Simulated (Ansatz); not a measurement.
## Molecular dynamics of C₂H₃FS₂

Input:

```yaml
crystal:
  periodic: [false, false, false]
  atoms:
    - { symbol: F, position_ang: [-1.916053, 0.276007, 1.055869] }
    - { symbol: C, position_ang: [-0.724121, 0.709902, 0.616477] }
    - { symbol: S, position_ang: [0.657549, -0.351719, 1.123279] }
    - { symbol: C, position_ang: [0.813123, -0.712134, -0.659004] }
    - { symbol: S, position_ang: [-0.484239, 0.467169, -1.165751] }
    - { symbol: H, position_ang: [-0.618943, 1.7431, 0.93366] }
    - { symbol: H, position_ang: [1.790707, -0.446908, -1.051729] }
    - { symbol: H, position_ang: [0.574077, -1.742617, -0.908401] }
basis:
  gaussian: { orbitals: def2-SVP }
hamiltonian:
  xc: hf
md:
  timestep: 0.5
  n_steps: 100
  ensemble: nvt_nose_hoover
  temperature: 1000.0
  initial_velocities: maxwell_boltzmann
  seed: 764633
  nose_hoover: { tau: 20.0, chain_length: 3 }
scf:
  lower_state_search: "off"
```

Run as:

```bash
$ ansatz run input.yaml --threads 1 --pin off --max-ram 2048MiB --backend cpu --events-out ev --progress --plain --runs-dir out
```

It starts from a relaxed structure.

Output, in part (one step line in 4, the closing report, with atoms numbered from 0):

```
md step     0: t =     0.00 fs  T =  1000.0 K  F+E_penalty+E_count = -26437.02149408 eV  E_kin = 0.775560 eV  conserved = -26436.24593409 eV  (25 SCF iters)
md step     4: t =     2.00 fs  T =   837.7 K  F+E_penalty+E_count = -26436.89413524 eV  E_kin = 0.649668 eV  conserved = -26436.24468697 eV  (25 SCF iters)
md step     8: t =     4.00 fs  T =   625.6 K  F+E_penalty+E_count = -26436.72750985 eV  E_kin = 0.485200 eV  conserved = -26436.24449115 eV  (27 SCF iters)
md step    12: t =     6.00 fs  T =   450.8 K  F+E_penalty+E_count = -26436.58763421 eV  E_kin = 0.349618 eV  conserved = -26436.24479753 eV  (27 SCF iters)
md step    16: t =     8.00 fs  T =   294.8 K  F+E_penalty+E_count = -26436.45935987 eV  E_kin = 0.228671 eV  conserved = -26436.24365023 eV  (20 SCF iters)
md step    20: t =    10.00 fs  T =   362.3 K  F+E_penalty+E_count = -26436.50376158 eV  E_kin = 0.280960 eV  conserved = -26436.24513760 eV  (27 SCF iters)
md step    24: t =    12.00 fs  T =   364.8 K  F+E_penalty+E_count = -26436.48973209 eV  E_kin = 0.282903 eV  conserved = -26436.24432644 eV  (27 SCF iters)
md step    28: t =    14.00 fs  T =   422.3 K  F+E_penalty+E_count = -26436.51434203 eV  E_kin = 0.327526 eV  conserved = -26436.24422552 eV  (27 SCF iters)
md step    32: t =    16.00 fs  T =   567.9 K  F+E_penalty+E_count = -26436.59632703 eV  E_kin = 0.440436 eV  conserved = -26436.24510117 eV  (27 SCF iters)
md step    36: t =    18.00 fs  T =   609.5 K  F+E_penalty+E_count = -26436.58522384 eV  E_kin = 0.472676 eV  conserved = -26436.24383913 eV  (28 SCF iters)
md step    40: t =    20.00 fs  T =   743.2 K  F+E_penalty+E_count = -26436.63891498 eV  E_kin = 0.576413 eV  conserved = -26436.24513369 eV  (28 SCF iters)
md step    44: t =    22.00 fs  T =   717.2 K  F+E_penalty+E_count = -26436.56013309 eV  E_kin = 0.556254 eV  conserved = -26436.24427403 eV  (28 SCF iters)
md step    48: t =    24.00 fs  T =   625.9 K  F+E_penalty+E_count = -26436.43913570 eV  E_kin = 0.485421 eV  conserved = -26436.24378050 eV  (29 SCF iters)
md step    52: t =    26.00 fs  T =   598.6 K  F+E_penalty+E_count = -26436.37481867 eV  E_kin = 0.464278 eV  conserved = -26436.24442377 eV  (27 SCF iters)
md step    56: t =    28.00 fs  T =   516.8 K  F+E_penalty+E_count = -26436.27348313 eV  E_kin = 0.400806 eV  conserved = -26436.24313349 eV  (27 SCF iters)
md step    60: t =    30.00 fs  T =   594.8 K  F+E_penalty+E_count = -26436.30244375 eV  E_kin = 0.461289 eV  conserved = -26436.24444720 eV  (26 SCF iters)
md step    64: t =    32.00 fs  T =   600.5 K  F+E_penalty+E_count = -26436.27340578 eV  E_kin = 0.465743 eV  conserved = -26436.24357970 eV  (26 SCF iters)
md step    68: t =    34.00 fs  T =   653.7 K  F+E_penalty+E_count = -26436.28531255 eV  E_kin = 0.507014 eV  conserved = -26436.24323968 eV  (26 SCF iters)
md step    72: t =    36.00 fs  T =   850.3 K  F+E_penalty+E_count = -26436.40699001 eV  E_kin = 0.659429 eV  conserved = -26436.24407536 eV  (26 SCF iters)
md step    76: t =    38.00 fs  T =  1030.0 K  F+E_penalty+E_count = -26436.51154145 eV  E_kin = 0.798799 eV  conserved = -26436.24288795 eV  (26 SCF iters)
md step    80: t =    40.00 fs  T =  1333.7 K  F+E_penalty+E_count = -26436.71494988 eV  E_kin = 1.034331 eV  conserved = -26436.24502228 eV  (25 SCF iters)
md step    84: t =    42.00 fs  T =  1323.9 K  F+E_penalty+E_count = -26436.67840366 eV  E_kin = 1.026756 eV  conserved = -26436.24395977 eV  (26 SCF iters)
md step    88: t =    44.00 fs  T =  1139.3 K  F+E_penalty+E_count = -26436.51810804 eV  E_kin = 0.883620 eV  conserved = -26436.24351837 eV  (27 SCF iters)
md step    92: t =    46.00 fs  T =   928.5 K  F+E_penalty+E_count = -26436.34453613 eV  E_kin = 0.720143 eV  conserved = -26436.24413031 eV  (28 SCF iters)
md step    96: t =    48.00 fs  T =   636.0 K  F+E_penalty+E_count = -26436.10722847 eV  E_kin = 0.493234 eV  conserved = -26436.24199416 eV  (21 SCF iters)
md step   100: t =    50.00 fs  T =   688.6 K  F+E_penalty+E_count = -26436.14046028 eV  E_kin = 0.534024 eV  conserved = -26436.24413354 eV  (28 SCF iters)
Total energy: -26436.14046028 eV, -971.5102428556 hartree
Atom 0 at    -2.050012     0.336577     1.124888 Å, force     3.128650     1.149872    -1.240204 eV/Å
Atom 1 at    -0.780622     0.812514     0.666766 Å, force    -0.367773    -4.825130    -0.630564 eV/Å
Atom 2 at     0.702806    -0.410965     1.128899 Å, force    -1.596432     0.809358    -1.047407 eV/Å
Atom 3 at     0.919388    -0.663057    -0.717849 Å, force    -0.170818     1.124765     0.525083 eV/Å
Atom 4 at    -0.479564     0.425201    -1.205563 Å, force    -0.287486     1.019313     1.731382 eV/Å
Atom 5 at    -0.646900     1.776916     1.099191 Å, force     0.114590     0.841972    -0.249895 eV/Å
Atom 6 at     1.913343    -0.334286    -1.027254 Å, force    -0.272795     0.645133     0.135045 eV/Å
Atom 7 at     0.823119    -1.618979    -1.209802 Å, force    -0.547934    -0.765283     0.776560 eV/Å
Dipole moment:     0.448405     0.112967    -0.206796 e Å
```

The run went to its last step. The conserved energy stayed within 0.5 meV per atom of its start (net change 0.22 meV per atom), so the integration is sound. The mean temperature of the second half is 16 % below the set value. A run of 0.05 ps of so small a system gives no equilibrium averages.

The same pairs are bonded in the first frame and the last. Pairs count as bonded within 1.25 times the sum of covalent radii (0.12 Å more for H–H).

Last frame:

```xyz
8
Properties=species:S:1:pos:R:3
F -2.050 0.337 1.125
C -0.781 0.812 0.667
S 0.703 -0.411 1.129
C 0.919 -0.663 -0.718
S -0.480 0.425 -1.206
H -0.647 1.777 1.099
H 1.913 -0.334 -1.027
H 0.823 -1.619 -1.210
```

Time of the run: 2.2 min on 1 thread of AMD EPYC 7B13 (Zen 3), on a shared host, peak memory 0.19 GiB.
